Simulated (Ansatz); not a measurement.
**AlNHCl+ (doublet): from Hartree-Fock to the top rungs, cc-pVDZ**

The task here is to estimate one member of a computed series from the others.

Computed with Ansatz 0.2.0, Gaussian basis. Level: cc-pVDZ, core rule «outside noble gas», up to 11 orbitals frozen.

To be run: UHF; CCSD(T) on ROHF; CCSD(T) on UHF; BCCD(T) on ROHF; CISD; CCSDT(Q) on ROHF; CCSDT(Q) on UHF.

16 further runs of the same task are left out: 6 that didn't finish, 10 set aside as unsound or not needed.

## What is computed

The geometry is a PBE0/def2-TZVP stationary point (not a proven minimum) of the parent state, kept for this charge and spin.

4 atoms, charge 1, spin multiplicity 2.

Atoms are counted from 1 here; the program's logs count them from 0.

Bond lengths: Cl1–Al2 2.066 Å, Al2–N3 1.658 Å, N3–H4 1.009 Å. Angles: Cl1–Al2–N3 161.4°, Al2–N3–H4 129.5°.

Set-up of the first run:

The input, in.yaml:

```yaml
crystal:
  periodic: [false, false, false]
  atoms:
    - {symbol: Cl, position_ang: [-0.000014, -0.113063, 2.550215]}
    - {symbol: Al, position_ang: [-0.000035, 0.083591, 0.493350]}
    - {symbol: N, position_ang: [-0.000020, -0.291960, -1.121218]}
    - {symbol: H, position_ang: [0.000069, 0.321432, -1.922346]}
basis:
  gaussian: {orbitals: cc-pVDZ}
total_charge: 1
magnetization: {spin_polarized: true, initial_magnetization: 1}
hamiltonian: {xc: hf}
output: {orbitals: {seedname: orbitals}}
```

Command:

```bash
$ ansatz run in.yaml --threads 1 --pin off --events-out ev --progress --plain --max-ram 2393MiB
```

Among the steps run: UHF; CCSD(T) on ROHF; CCSD(T) on UHF; BCCD(T) on ROHF; CISD; CCSDT(Q) on ROHF; CCSDT(Q) on UHF.

One table of the session follows, with a row left open; its other results are not shown here.

| method | from UCCSDT(Q) (meV) |
| --- | --- |
| ROHF | +9495.9 |
| UHF | +9394.5 |
| RMP2 | ? |
| UMP2 | +1070.0 |
| CISD | +1144.7 |
| RCCSD | +282.8 |
| UCCSD | +280.7 |
| RCCSD(T) | +51.0 |
| UCCSD(T) | +50.7 |
| BCCD(T) | +51.0 |
| RCCSDT | +23.6 |
| UCCSDT | +23.1 |
| RCCSDT(Q) | +2.9 |
| UCCSDT(Q) | 0 |

**Question.** Estimate the row for RMP2.

As computed: from UCCSDT(Q) (meV): +1068.3. In the column «from UCCSDT(Q) (meV)» it lies between RCCSD (+282.8) and UMP2 (+1070.0).

Limits of these values: Restricted and unrestricted rows rest on different reference determinants; where their highest levels disagree by more than a few hundredths of an eV, they describe different states and don't form one ladder.
